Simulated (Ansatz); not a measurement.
in.yaml

```yaml
crystal:
  periodic: [false, false, false]
  atoms:
    - {symbol: Ge, position_ang: [0.000000, 0.000000, 1.684600]}
    - {symbol: C, position_ang: [0.000000, 0.000000, -0.262100]}
    - {symbol: N, position_ang: [0.000000, 0.000000, -1.422500]}
basis:
  gaussian: {orbitals: cc-pVDZ, point_charges: [{charge: -1.00, position_ang: [4.839, 0.280, -0.568]}]}
magnetization: {spin_polarized: true, initial_magnetization: 1}
hamiltonian: {xc: {name: PBE}, pseudopotentials: {relativity: scalar}}
correlation: {method: bccd_t, electrons: outside_noble_gas}
```

```sh
$ ansatz run in.yaml --threads 1 --pin off --events-out ev --progress --plain --max-ram 2393MiB
```

Output:

```
600 factors; integrals over basis functions are off by at most 8.7e-4 eV
mean field evaluation 1: about -59488.6886 eV, gradient 3.9e1 eV
mean field evaluation 2: about -59488.6828 eV, gradient 3.9e1 eV
mean field evaluation 4: about -59495.7311 eV, gradient 2.0e1 eV
mean field evaluation 8: about -59497.8455 eV, gradient 2.2e-1 eV
mean field evaluation 16: about -59497.8455 eV, gradient 1.7e-4 eV
mean field evaluation 32: about -59497.8389 eV, gradient 4.6e-1 eV
mean field evaluation 64: about -59457.7371 eV, gradient 2.0e1 eV
mean field -59497.84548866 eV, -2186.5054926201 hartree, gradient 9.4e-6 eV, S^2 0.753132; 3 other end points of the search recorded, 0 dependent functions left out
16 core orbitals not correlated: weight in the atoms' cores, before any rotation towards them, 0.999 or more for the frozen orbitals, at most 0.001 for the correlated occupied ones
reference -59449.98092625 eV, -2184.7465023952 hartree; 7, 6 occupied and 32, 33 virtual orbitals, 600 factors
second order -9.59045602 eV of doubles, -0.49852306 eV of singles
cycle   1  -9.48949585 eV  change    5.9e-1 eV  update   1.1e-1
cycle   2  -9.87727485 eV  change   -3.9e-1 eV  update   4.8e-2
cycle   3  -9.99454140 eV  change   -1.2e-1 eV  update   1.8e-2
cycle   4  -10.01603875 eV  change   -2.1e-2 eV  update   1.0e-2
cycle   5  -10.01782628 eV  change   -1.8e-3 eV  update   3.7e-3
cycle   6  -10.01718041 eV  change    6.5e-4 eV  update   1.4e-3
cycle   7  -10.01662482 eV  change    5.6e-4 eV  update   7.4e-4
cycle   8  -10.01648619 eV  change    1.4e-4 eV  update   2.9e-4
cycle   9  -10.01650058 eV  change   -1.4e-5 eV  update   1.2e-4
cycle  10  -10.01645165 eV  change    4.9e-5 eV  update   6.1e-5
cycle  11  -10.01643704 eV  change    1.5e-5 eV  update   3.4e-5
cycle  12  -10.01645360 eV  change   -1.7e-5 eV  update   1.8e-5
cycle  13  -10.01644758 eV  change    6.0e-6 eV  update   7.2e-6
perturbative correction -0.44305286 eV, -0.0162818924 hartree
Total energy: -59460.44042669 eV, -2185.1308819468 hartree
Relativity: scalar
```

Ran on 1 thread of Arm Neoverse V2, shared host: 6 s wall, 0.17 GiB peak host memory.
